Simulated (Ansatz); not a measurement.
# CH5NSi (SMILES N=C[SiH3]): functionals against CCSD(T) at one geometry

How do the functionals fare away from a minimum? The structure is a frame of a short trajectory.

Computed with Ansatz 0.2.0, Gaussian basis. Level: single points in def2-TZVPP.

Correlated methods freeze the cores.

**1. Where the work starts**

SMILES `N=C[SiH3]`, 8 atoms, charge 0, spin multiplicity 1.

Atoms are counted from 1 here; the program's logs count them from 0.

Bond lengths: N1–C2 1.259 Å, N1–H4 1.005 Å, C2–Si3 1.910 Å, C2–H5 1.123 Å, Si3–H6 1.494 Å, Si3–H7 1.477 Å, Si3–H8 1.454 Å. Angles: C2–N1–H4 114.7°, N1–C2–Si3 119.1°, N1–C2–H5 127.3°, Si3–C2–H5 113.5°, C2–Si3–H6 109.3°, C2–Si3–H7 107.2°, C2–Si3–H8 106.1°, H6–Si3–H7 103.3°, H6–Si3–H8 116.6°, H7–Si3–H8 114.0°.

As a file:

```xyz
8

N    -1.3979   -0.0554   -0.9617
C    -0.3457    0.4811   -0.5259
Si    0.7057   -0.4532    0.7662
H    -1.9183    0.5077   -1.6107
H     0.0412    1.5093   -0.7599
H     0.9452    0.4348    1.9438
H     2.0552   -0.6227    0.1894
H     0.0100   -1.7039    1.0234
```

**2. PBE-D4/def2-TZVPP**

The input, run/in.yaml:

```yaml
crystal:
  periodic: [false, false, false]
  atoms:
    - {symbol: N, position_ang: [-1.397855, -0.055412, -0.961696]}
    - {symbol: C, position_ang: [-0.345736, 0.481148, -0.525897]}
    - {symbol: Si, position_ang: [0.705727, -0.453157, 0.766157]}
    - {symbol: H, position_ang: [-1.918296, 0.507720, -1.610720]}
    - {symbol: H, position_ang: [0.041202, 1.509340, -0.759901]}
    - {symbol: H, position_ang: [0.945150, 0.434821, 1.943809]}
    - {symbol: H, position_ang: [2.055233, -0.622653, 0.189424]}
    - {symbol: H, position_ang: [0.009966, -1.703889, 1.023356]}
basis:
  gaussian: {orbitals: def2-TZVPP}
hamiltonian: {xc: pbe, dispersion: d4}
output: {forces: true}
```

On the command line:

```
ansatz run in.yaml --threads 2 --pin off --events-out ev --progress --plain --max-ram 3481MiB
```

**3. r2SCAN-D4/def2-TZVPP**

run/in.yaml: that of step 2 with these lines changed.

```diff
@@ -13,3 +13,3 @@
   gaussian: {orbitals: def2-TZVPP}
-hamiltonian: {xc: pbe, dispersion: d4}
+hamiltonian: {xc: r2scan, dispersion: d4}
 output: {forces: true}
```

**4. PBE0-D4/def2-TZVPP**

run/in.yaml: that of step 3 with these lines changed.

```diff
@@ -13,3 +13,3 @@
   gaussian: {orbitals: def2-TZVPP}
-hamiltonian: {xc: r2scan, dispersion: d4}
-output: {forces: true}
+hamiltonian: {xc: pbe0, dispersion: d4}
+output: {forces: true, orbitals: {seedname: orbitals}}
```

**5. wB97M-V/def2-TZVPP**

run/in.yaml: that of step 4 with these lines changed.

```diff
@@ -13,3 +13,3 @@
   gaussian: {orbitals: def2-TZVPP}
-hamiltonian: {xc: pbe0, dispersion: d4}
-output: {forces: true, orbitals: {seedname: orbitals}}
+hamiltonian: {xc: {name: wB97M-V}}
+output: {forces: true}
```

**6. CCSD(T)/def2-TZVPP**

run/in.yaml: that of step 5 with these lines changed.

```diff
@@ -13,3 +13,3 @@
   gaussian: {orbitals: def2-TZVPP}
-hamiltonian: {xc: {name: wB97M-V}}
+correlation: {method: ccsd_t}
 output: {forces: true}
```

(Steps that only read results are left out.)

**Question.** What will these runs give? Wanted: energy less free atoms, CCSD(T)/def2-TZVPP; RMS force component; RMS force error; HOMO and LUMO, PBE0-D4; T1 diagnostic.

**Answer**, as computed:

| quantity | value |
| --- | --- |
| energy less free atoms, CCSD(T)/def2-TZVPP | -27.104 eV |
| RMS force component | 0.453 to 0.668 eV/Å over the methods |
| RMS force error | PBE-D4 0.226, r2SCAN-D4 0.251, PBE0-D4 0.325, wB97M-V 0.281 eV/Å |
| HOMO and LUMO, PBE0-D4 | -7.25 and -0.87 eV |
| T1 diagnostic | 0.013 |

In words: Against CCSD(T) the functionals' energies less atoms differ by -1.223 to -0.678 eV, PBE-D4 by -1.223 eV. CCSD(T) in triple zeta still lacks some correlation energy of the bonds, so part of these gaps is its own basis error and they don't rank the functionals. For forces PBE-D4 does best and PBE0-D4 worst. Frozen-core CCSD(T) forces in triple zeta carry basis errors of their own, and this is one geometry, so small gaps rank nothing.
